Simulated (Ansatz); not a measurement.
Band gap of ReS2 (P-1, No. 2; structure not from a measured cell) at several levels of theory

No measured value is used here.

| level (code) | value (eV) | cell (Å³/atom) |
|---|---|---|
| LDA (Ansatz) | 1.18 | 17.67 |
| PBEsol (Ansatz) | 1.30 | 18.86 |
| r²SCAN (Ansatz) | 1.40 | 19.55 |
| r²SCAN-D4 (Ansatz) | 1.34 | 18.58 |
| r²SCAN+rVV10 (Ansatz) | 1.32 | 18.46 |

Computed values are for a static lattice. Levels without +SOC have no spin–orbit coupling; where heavier elements are present it shifts gaps, mostly down, and can invert bands. The crystal itself was run without spin with LDA, PBEsol, r²SCAN, r²SCAN-D4, r²SCAN+rVV10; a magnetic state was not tried in these runs. LDA, PBEsol, r²SCAN, r²SCAN-D4, r²SCAN+rVV10: the gap is read on the k mesh or supercell of the run alone and can be too large. LDA, PBEsol, r²SCAN, r²SCAN-D4, r²SCAN+rVV10: the relaxation could not lower the start's symmetry, so the cell can be a saddle point above a distorted one. Each level is taken at its own relaxed cell. Ansatz's density-functional and Hartree–Fock values are scalar-relativistic unless marked +SOC, with PAW data made under PBE.

Ansatz is a program for electronic structure.
